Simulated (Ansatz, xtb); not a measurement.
AlFH4Si: where a starting geometry ends

The starting geometry of this gas-phase singlet has its atoms placed at random.

```yaml
atoms:
  - { symbol: Al, position_ang: [0.4125, 0.6173, 0.6876] }
  - { symbol: F, position_ang: [-1.5087, -1.5042, -0.4426] }
  - { symbol: Si, position_ang: [-1.4365, -0.4042, -1.6479] }
  - { symbol: H, position_ang: [1.6039, 0.5347, -0.2967] }
  - { symbol: H, position_ang: [-0.0183, -1.3072, 1.6113] }
  - { symbol: H, position_ang: [0.7785, 1.5911, -0.8469] }
  - { symbol: H, position_ang: [-1.3540, 1.3836, -0.9843] }
```

Question: One run relaxed it with r2SCAN-D4/def2-SVP. What is a likely outcome?

Answer: It ends as a structure with F2 bridging Al1 and Si3, H6 bridging Al1 and Si3, given below by its coordinates. Distances that change by over a tenth: Al1–Si3 (3.15 → 2.71 Å), F2–Si3 (1.63 → 1.90 Å). Contacts that close: Al1–F2 (3.08 → 1.82 Å), Al1–H5 (2.18 → 1.58 Å), Si3–H6 (3.09 → 1.65 Å), Si3–H7 (1.91 → 1.53 Å).

The energy falls by 7.56 eV over 28 steps:

```
step  E − E(last) (eV)
   1             7.558
   4             2.976
   7             1.803
  10             1.376
  13             1.330
  16             1.308
  19             1.158
  22             0.181
  25             0.030
  28             0.000
```

Final geometry (Å):

```xyz
7

Al    0.5000   -0.1118    0.3123
F    -0.5054   -1.0595   -0.8723
Si   -1.1822    0.5021   -1.7168
H     2.0337   -0.2872   -0.0157
H    -0.1964   -0.0359    1.7234
H    -0.0114    1.2040   -0.7936
H    -2.1607    0.6993   -0.5569
```

From the same start GFN2-xTB ends elsewhere, differing in Si3–H6 (2.52 against 1.65 Å here).

From so rough a start the end depends on the optimiser's path, so another program may land elsewhere. No frequencies were run, so the end isn't proven a minimum. Run with Ansatz 0.2.0, 21 s on 2 threads of Intel(R) Xeon(R) 6975P-C (Granite Rapids) (shared host).
